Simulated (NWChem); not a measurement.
**BNH6 (B(NH3)H3): MN12-L/x2c-SVPall-2c (sfX2C)**

What is the energy change on altering one bond length of BNH6 (B(NH3)H3) at MN12-L/x2c-SVPall-2c (sfX2C)? 

The calculation is run with NWChem 7.3.0.

5 further runs of the same task are left out: 5 set aside as unsound or not needed.

## Step 1: The molecule

BNH6 has 8 atoms, charge 0, and is taken as a singlet. SMILES: `[H]B([H])([H])<-N`. The shape is that of a GFN2-xTB optimisation.

Bond lengths: B1–N2 1.659 Å, N2–H3 1.013 Å, N2–H4 1.013 Å, N2–H5 1.013 Å, B1–H6 1.191 Å, B1–H7 1.191 Å, B1–H8 1.191 Å. Some angles: B1–N2–H3 108.6°, B1–N2–H4 108.6°, B1–N2–H5 108.6°, N2–B1–H6 105.6°, N2–B1–H7 105.6°, N2–B1–H8 105.6°, H3–N2–H4 110.3°, H3–N2–H5 110.3°, H4–N2–H5 110.3°, H6–B1–H7 113.1°.

## Step 2: The energy at MN12-L/x2c-SVPall-2c (sfX2C)

The input, mymol.nw:

```
start mymol
memory total 2200 mb

geometry units bohr noautoz
B   -0.00415740   0.00561249  -1.56977659
N    0.00402512  -0.00574477   1.56461764
H   -1.80669156   0.06508217   2.17981798
H    0.97477743   1.52531134   2.17832510
H    0.84960197  -1.61410957   2.16589070
H    2.16061836  -0.06064131  -2.17855187
H   -1.02991964   1.91837437  -2.16347185
H   -1.14823539  -1.83388472  -2.17683221
end

basis "ao basis" spherical bse
* library x2c-SVPall-2c
end

relativistic
x2c on
end

dft
xc mn12-l
mult 1
grid medium
direct
mulliken
end

task dft energy
```

Started as:

```bash
$ nwchem mymol.nw > mymol.out
```

Log, shortened:

```text
[...]
 Group name             C3
[...]
          Wavefunction type:  closed shell.
          No. of atoms     :     8
          No. of electrons :    18
[...]
          Charge           :     0
          Spin multiplicity:     1
[...]
          AO basis - number of functions:    58
[...]
              XC Information
              --------------
                       MN12-L Method XC Functional
                        MN12-L Exchange Functional  1.000
                      MN12-L Correlation Potential  1.000
[...]
 d= 0,ls=0.0,diis     1    -83.0450602326 -1.24D+02  8.80D-03  1.74D-01     0.7
[...]
 d= 0,ls=0.0,diis     7    -83.0744972795 -3.14D-08  7.28D-07  1.63D-09     2.4
         Total DFT energy =      -83.074497279473
      One electron energy =     -191.007692397797
           Coulomb energy =       80.269699842589
    Exchange-Corr. energy =      -13.122916935129
 Nuclear repulsion energy =       40.786412210863
[...]
      Total Density - Mulliken Population Analysis
     ---------------------------------------------
    Atom       Charge   Shell Charges
 -----------   ------   -------------------------------------------------------
    1 B    5     5.01   1.99  0.70  0.15  1.57  0.56  0.05
    2 N    7     7.21   1.99  1.01  0.40  2.46  1.33  0.02
    3 H    1     0.80   0.68  0.07  0.05
    4 H    1     0.80   0.68  0.07  0.05
    5 H    1     0.80   0.68  0.07  0.05
    6 H    1     1.13   0.78  0.33  0.02
    7 H    1     1.13   0.78  0.33  0.02
    8 H    1     1.13   0.78  0.33  0.02
[...]
```

It took 3 s on 1 thread of Intel Xeon Platinum 8375C at 2.90GHz (Ice Lake), shared host; peak memory 0.11 GiB.

## Step 3: The distorted shape

The input, bh6n.nw:

```
echo
start bh6n
title "BH6N MN12-L"
memory 2200 mb
geometry units angstroms noautoz
  B        0.112355      -0.000536      -0.862905
  N        0.116685      -0.006546       0.795745
  H       -0.841505       0.030934       1.121295
  H        0.630385       0.803654       1.120505
  H        0.564145      -0.857656       1.113925
  H        1.143350      -0.032090      -1.152840
  H       -0.430455       1.011654      -1.177075
  H       -0.493065      -0.973956      -1.184145
end
basis spherical bse
  * library x2c-SVPall-2c
end
relativistic
  x2c on
end
dft
  xc mn12-l
  grid medium
  direct
  mulliken
end
task dft energy
```

Started as:

```bash
$ nwchem bh6n.nw > bh6n.out
```

Log, shortened:

```text
[...]
          Wavefunction type:  closed shell.
          No. of atoms     :     8
          No. of electrons :    18
[...]
          Charge           :     0
          Spin multiplicity:     1
[...]
          AO basis - number of functions:    58
[...]
              XC Information
              --------------
                       MN12-L Method XC Functional
                        MN12-L Exchange Functional  1.000
                      MN12-L Correlation Potential  1.000
[...]
 d= 0,ls=0.0,diis     1    -83.0323601277 -1.24D+02  9.36D-03  1.89D-01     1.8
[...]
 d= 0,ls=0.0,diis     7    -83.0639684837 -3.66D-08  1.35D-06  3.71D-09     6.8
         Total DFT energy =      -83.063968483734
      One electron energy =     -191.695245092609
           Coulomb energy =       80.654355717974
    Exchange-Corr. energy =      -13.160836217783
 Nuclear repulsion energy =       41.137757108684
[...]
      Total Density - Mulliken Population Analysis
     ---------------------------------------------
    Atom       Charge   Shell Charges
 -----------   ------   -------------------------------------------------------
    1 B    5     4.99   1.99  0.67  0.14  1.60  0.54  0.05
    2 N    7     7.21   1.99  1.01  0.40  2.46  1.33  0.02
    3 H    1     0.80   0.68  0.07  0.05
    4 H    1     0.80   0.68  0.07  0.05
    5 H    1     0.80   0.68  0.07  0.05
    6 H    1     1.13   0.85  0.27  0.02
    7 H    1     1.14   0.78  0.34  0.02
    8 H    1     1.14   0.78  0.34  0.02
[...]
```

It took 7.5 s on 1 thread of Intel Xeon Platinum 8375C at 2.90GHz (Ice Lake), shared host; peak memory 0.11 GiB.

## Step 4: What came out

Level: MN12-L/x2c-SVPall-2c (sfX2C).

| quantity | value |
| --- | --- |
| first shape: total energy | -83.07450 Eh |
| first shape: dipole moment | 5.58 D |
| first shape: HOMO energy | -6.62 eV |
| first shape: LUMO energy | -0.10 eV |
| first shape: HOMO–LUMO gap | 6.52 eV |
| distorted shape: total energy | -83.06397 Eh |
| distorted shape: dipole moment | 5.51 D |
| distorted shape: HOMO energy | -6.53 eV |
| distorted shape: LUMO energy | -0.07 eV |
| distorted shape: HOMO–LUMO gap | 6.46 eV |
| energy change with the B1–H6 bond shortened from 1.191 to 1.071 Å | 0.287 eV |

With the B1–H6 bond shortened from 1.191 to 1.071 Å the energy rises by 0.29 eV (27.6 kJ/mol). The first shape isn't relaxed at this level, so the change isn't measured from a minimum.
